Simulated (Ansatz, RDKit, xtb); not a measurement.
# C3H6FN: ranking a sample of isomers

A sample of isomers of C3H6FN is drawn. Aim: find which of them has the lowest free energy at 298.15 K, then its properties. The sample is small against all isomers, and the most stable one of this formula need not be in it.

The funnel: GFN2-xTB relaxations, single points with a density functional, relaxations at PBE-D3(BJ)/def2-SVP, harmonic vibrations, and a last energy at a higher level. All values are calculated.

## (1) Possible bonding patterns

Isomers were taken from a list of plausible structures; this is a sample, not all of them. That gives 7 candidates.

| label | SMILES | spin |
| --- | --- | --- |
| c020 | FC[C@@H]1CN1 | singlet |
| c022 | C=C(F)CN | singlet |
| c149 | FC1CNC1 | singlet |
| c776 | N=CCCF | singlet |
| c855 | C/N=C/CF | singlet |
| c891 | NC/C=C/F | singlet |
| c969 | N[C@@H]1C[C@H]1F | singlet |

Candidates are built by distance geometry, with a force field where one applies, in up to four conformers (letters a to d).

**Question.** With final energies at CCSD(T)/def2-SVP + MP2/def2-TZVPP - MP2/def2-SVP, which structure will this search put lowest in free energy, and by what margin?

| quantity | value |
| --- | --- |
| lowest structure found | N=CCCF, singlet, C1 |
| next finalist | C=C(F)CN, singlet, 3.5 kcal/mol higher in G |
| share at equilibrium, among the finalists | 99.7 % |
| harmonic wavenumbers, lowest and highest (PBE-D3(BJ)/def2-SVP) | 82 and 3352 cm⁻¹ |
| rotational constants, same geometry | 0.4485, 0.08825, 0.08031 cm⁻¹ |

`N=CCCF` comes out lowest. The margin of 3.5 kcal/mol over the next finalist is beyond the usual error of the last level; it says nothing of structures that weren't ranked. r2SCAN-D4/def2-SVP, PBE-D3(BJ)/def2-SVP, HF/def2-SVP and MP2/def2-SVP already put its bonding pattern lowest among the structures in one piece; GFN2-xTB and HF/STO-3G favour the singlet FC1CNC1 (c149a, not a finalist). 2 minima inside the window were never screened. The search is not exhaustive (a finite list of starts, one conformer a finalist), so a lower isomer can't be ruled out. Only 7 drawn patterns were tried, so whole families of isomers are missing, and the result ranks this sample alone. The lowest isomer need not be the one that is made and kept in a bottle, which depends on barriers.
